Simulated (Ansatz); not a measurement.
Predict the output of the script below (the Python package of Ansatz (0.2.0)).

`ch3alf_relaxed_scan.py`:
```python
# -*- coding: utf-8 -*-
import warnings

import ansatz as az
import numpy as np

warnings.simplefilter("ignore", az.DeckWarning)

geometry_ang = [
    ("C", (-0.408, 0.3834, -0.2618)),
    ("Al", (1.3082, -0.4349, 0.0404)),
    ("F", (1.4199, -1.7955, 1.1935)),
    ("H", (-0.3232, 1.5142, -0.0104)),
    ("H", (-1.2232, -0.0741, 0.3368)),
    ("H", (-0.7317, 0.343, -1.3448)),
]
geometry = az.Crystal.molecule()
for symbol, xyz in geometry_ang:
    geometry = geometry.atom(symbol, xyz)

model = (
    geometry.calculation()
    .basis(gaussian="def2-SVP")
    .functional("PBE0")
    .spin("collinear", total=1)
    .accuracy("medium")
)
symbols = [site.symbol for site in geometry.cartesian_sites]
pairs = [(0, 1), (0, 3), (0, 4), (0, 5), (1, 2)]
print("held (A)   E (eV)        ", "  ".join(f"{symbols[i]}{i}-{symbols[j]}{j}" for i, j in pairs))
for length in [1.77, 1.93, 2.08, 2.31, 2.6]:
    report = model.relax(constraints=[az.DistanceConstraint((0, 1), at=length)], force_tolerance=0.02, max_steps=60).run(threads=1).report
    xyz = np.array(report["positions_ang"])
    print(f"{length:6.2f} {report['free_energy_ev']:14.5f}  ", "  ".join(f"{np.linalg.norm(xyz[i] - xyz[j]):.3f}" for i, j in pairs))
```

Output of `python ch3alf_relaxed_scan.py`:
```text
held (A)   E (eV)         C0-Al1  C0-H3  C0-H4  C0-H5  Al1-F2
  1.77   -10388.19024   1.770  1.104  1.103  1.104  1.677
  1.93   -10388.53057   1.930  1.102  1.102  1.103  1.676
  2.08   -10388.47835   2.080  1.101  1.101  1.101  1.674
  2.31   -10388.11191   2.310  1.098  1.099  1.098  1.674
  2.60   -10387.59397   2.600  1.095  1.096  1.095  1.676
```

These settings explore the input space; basis and method may be short of convergence. The energies are electronic: no zero-point or thermal terms, and the basis set is short of its limit. The species is open-shell (spin multiplicity 2). The script silences the warnings on its input, which a real study should read. Run time: 77 s on 1 thread of Arm Neoverse V1, with other jobs on the host, peak memory 0.22 GiB.
